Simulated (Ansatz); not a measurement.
C2F3N (`N#CC(F)(F)F`): measurement beside calculation (Ansatz, PBE0-D4/def2-TZVP geometry).

```xyz
6

N     0.660    2.061    0.179
C     0.312    0.973    0.084
C    -0.139   -0.433   -0.038
F    -1.240   -0.498   -0.773
F    -0.397   -0.936    1.162
F     0.804   -1.166   -0.614
```

Enthalpy of formation at 298 K: -118.4 kcal/mol (zero for an element's reference state; older measured values of the G2 set, as listed by Staroverov and co-workers, J. Chem. Phys. 119, 12129, 2003). With their computed zero-point and thermal terms and the atoms' enthalpies of Curtiss and co-workers (1997) it gives an electronic atomization energy of 639.5 kcal/mol.

```json
{"level": "LDA (SPW92)", "atomization (kcal/mol)": "790.4", "error": "150.9", "error per bond": "30.2"}
{"level": "PBE-D4", "atomization (kcal/mol)": "683.6", "error": "44.0", "error per bond": "8.8"}
{"level": "revPBE-D4", "atomization (kcal/mol)": "653.3", "error": "13.8", "error per bond": "2.8"}
{"level": "BLYP-D4", "atomization (kcal/mol)": "654.1", "error": "14.5", "error per bond": "2.9"}
{"level": "r2SCAN-D4", "atomization (kcal/mol)": "643.4", "error": "3.8", "error per bond": "0.8"}
{"level": "B97M-V", "atomization (kcal/mol)": "640.4", "error": "0.9", "error per bond": "0.2"}
{"level": "PBE0-D4", "atomization (kcal/mol)": "646.6", "error": "7.0", "error per bond": "1.4"}
{"level": "B3LYP-D4", "atomization (kcal/mol)": "637.7", "error": "-1.8", "error per bond": "-0.4"}
{"level": "r2SCANh-D4", "atomization (kcal/mol)": "631.5", "error": "-8.0", "error per bond": "-1.6"}
{"level": "r2SCAN0-D4", "atomization (kcal/mol)": "614.4", "error": "-25.1", "error per bond": "-5.0"}
{"level": "HSE06-D4", "atomization (kcal/mol)": "647.5", "error": "8.0", "error per bond": "1.6"}
{"level": "BHLYP-D4", "atomization (kcal/mol)": "591.7", "error": "-47.9", "error per bond": "-9.6"}
{"level": "CAM-B3LYP-D4", "atomization (kcal/mol)": "644.6", "error": "5.1", "error per bond": "1.0"}
{"level": "ωB97X-V", "atomization (kcal/mol)": "643.3", "error": "3.8", "error per bond": "0.8"}
{"level": "ωB97M-V", "atomization (kcal/mol)": "644.8", "error": "5.2", "error per bond": "1.0"}
{"level": "B2PLYP", "atomization (kcal/mol)": "636.2", "error": "-3.3", "error per bond": "-0.7"}
{"level": "PBE-QIDH", "atomization (kcal/mol)": "635.3", "error": "-4.2", "error per bond": "-0.8"}
{"level": "PBE", "atomization (kcal/mol)": "681.2", "error": "41.7", "error per bond": "8.3"}
{"level": "revPBE", "atomization (kcal/mol)": "644.8", "error": "5.3", "error per bond": "1.1"}
{"level": "BLYP", "atomization (kcal/mol)": "648.7", "error": "9.2", "error per bond": "1.8"}
{"level": "r2SCAN", "atomization (kcal/mol)": "642.8", "error": "3.3", "error per bond": "0.7"}
{"level": "PBE0", "atomization (kcal/mol)": "644.6", "error": "5.1", "error per bond": "1.0"}
{"level": "B3LYP", "atomization (kcal/mol)": "633.9", "error": "-5.6", "error per bond": "-1.1"}
{"level": "r2SCANh", "atomization (kcal/mol)": "630.9", "error": "-8.6", "error per bond": "-1.7"}
{"level": "r2SCAN0", "atomization (kcal/mol)": "613.8", "error": "-25.7", "error per bond": "-5.1"}
{"level": "HSE06", "atomization (kcal/mol)": "645.8", "error": "6.2", "error per bond": "1.2"}
{"level": "BHLYP", "atomization (kcal/mol)": "589.1", "error": "-50.4", "error per bond": "-10.1"}
{"level": "CAM-B3LYP", "atomization (kcal/mol)": "642.7", "error": "3.2", "error per bond": "0.6"}
{"level": "LC-ωPBE", "atomization (kcal/mol)": "647.6", "error": "8.1", "error per bond": "1.6"}
{"level": "RPA@PBE/def2-TZVPP", "atomization (kcal/mol)": "573.3", "error": "-66.2", "error per bond": "-13.2"}
{"level": "HF/def2-TZVPP", "atomization (kcal/mol)": "401.4", "error": "-238.1", "error per bond": "-47.6"}
{"level": "MP2/def2-TZVPP", "atomization (kcal/mol)": "657.0", "error": "17.5", "error per bond": "3.5"}
{"level": "SCS-MP2/def2-TZVPP", "atomization (kcal/mol)": "638.7", "error": "-0.8", "error per bond": "-0.2"}
{"level": "CCSD/def2-TZVPP", "atomization (kcal/mol)": "598.9", "error": "-40.6", "error per bond": "-8.1"}
{"level": "CCSD(T)/def2-TZVPP", "atomization (kcal/mol)": "618.1", "error": "-21.4", "error per bond": "-4.3"}
{"level": "HF/def2-QZVPP", "atomization (kcal/mol)": "402.4", "error": "-237.1", "error per bond": "-47.4"}
{"level": "MP2/def2-QZVPP", "atomization (kcal/mol)": "669.0", "error": "29.5", "error per bond": "5.9"}
{"level": "SCS-MP2/def2-QZVPP", "atomization (kcal/mol)": "652.1", "error": "12.6", "error per bond": "2.5"}
{"level": "HF/CBS(def2)", "atomization (kcal/mol)": "402.5", "error": "-237.0", "error per bond": "-47.4"}
{"level": "MP2/CBS(def2)", "atomization (kcal/mol)": "677.3", "error": "37.8", "error per bond": "7.6"}
{"level": "CCSD/CBS(def2)", "atomization (kcal/mol)": "619.3", "error": "-20.2", "error per bond": "-4.0"}
{"level": "CCSD(T)/CBS(def2)", "atomization (kcal/mol)": "638.5", "error": "-1.0", "error per bond": "-0.2"}
```

Functionals use def2-TZVPP; B3LYP here is the variant with VWN-RPA as its local correlation; programs differ in this. The calculations leave out spin–orbit coupling, scalar relativity and, for the correlated methods, core correlation; together these are worth up to about 1 kcal/mol a heavy atom. HSE06 is defined as in plane-wave codes. CBS adds triple-zeta CCSD(T) − MP2 to the MP2 limit. T1 = 0.013.
